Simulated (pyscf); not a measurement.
Structures and frequencies: ωB97X-D3(BJ)/def2-SVP in PySCF.

Question: Estimate the classical barrier height and the reaction energy of HO–B(Cl)–Cl + hydrogen (H₂) → Cl–BH–Cl + water (H₂O) at ωB97M-D3(BJ)/def2-TZVP. The step runs on the singlet surface, breaks B–O, H–H and forms B–H, H–O; take the separated reactants as zero.

Answer: ΔE‡ = 1.98 eV, ΔE = +1.19 eV. Zero-point energy shifts the barrier by +0.15 eV. It is a four-centre exchange, with an imaginary mode of 1458i cm⁻¹. On the product side the descent ends in an adduct with a B–O contact, 0.52 eV under the separated species and 1.32 eV under the saddle at ωB97X-D3(BJ)/def2-TZVP. What is counted as broken (B–O) persists as a longer contact in the product adduct; parting that adduct is a step of its own. At the saddle there is also a short B–H contact that neither side keeps. This is the saddle that the search found; another between the same sides may lie lower.
